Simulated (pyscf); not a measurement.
Thermochemistry of product channels of H₂Si=S + hydrogen fluoride (HF) on the singlet surface, in eV, from ωB97M-D3(BJ)/def2-TZVP energies (ideal gas, 1 atm, RRHO with modes under 100 cm⁻¹ raised to 100, one conformer, R ln 2 for chiral ones without a mode under 150 cm⁻¹). Single points on ωB97X-D3(BJ)/def2-SVP structures (PySCF, gas phase).

```json
[
 {"products": "F–SiH=S + hydrogen (H₂)", "ΔE": "?", "ΔH(298 K)": "-1.44", "ΔG(298 K)": "-1.39", "ΔG(900 K)": "-1.32"},
 {"products": "F–SiH₂–SH", "ΔE": "?", "ΔH(298 K)": "-2.65", "ΔG(298 K)": "-2.27", "ΔG(900 K)": "-1.50"}
]
```

Some entries are withheld; supply them.


- F–SiH=S + hydrogen (H₂), ΔE: -1.35
- F–SiH₂–SH, ΔE: -2.69

These are energies of the channels, which say nothing of barriers.
